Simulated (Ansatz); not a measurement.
Input for Ansatz (development build ahead of 0.2.0):

```yaml
crystal:
  periodic: [false, false, false]
  atoms:
    - { symbol: Li, position_ang: [0.03227, -0.03043, -1.02988] }
    - { symbol: F, position_ang: [-0.00536, -0.03961, 0.97677] }
basis:
  gaussian: { orbitals: def2-SVP }
total_charge: 1
magnetization:
  initial_magnetization: 1
hamiltonian:
  xc: hf
correlation:
  method: ccsd_t
  frozen_orbitals: { F: 1, Li: 0 }
scf:
  omitted_lower_state_checks: [starts, atomic_configurations, cluster_reference, orbital_swaps, given_window_search, neighbouring_geometries, increment]
```

The input is written out in the form of the current development build from the run's settings. Correlation on restricted open-shell orbitals is semicanonical, with singles.

Results

| Item | Value |
| --- | --- |
| Converged | yes |
| Reference energy | -106.52411 hartree |
| Correlation energy | -0.15878 hartree |
| Total energy | -106.68289 hartree |
| Stability test | minimum among restricted orbitals |
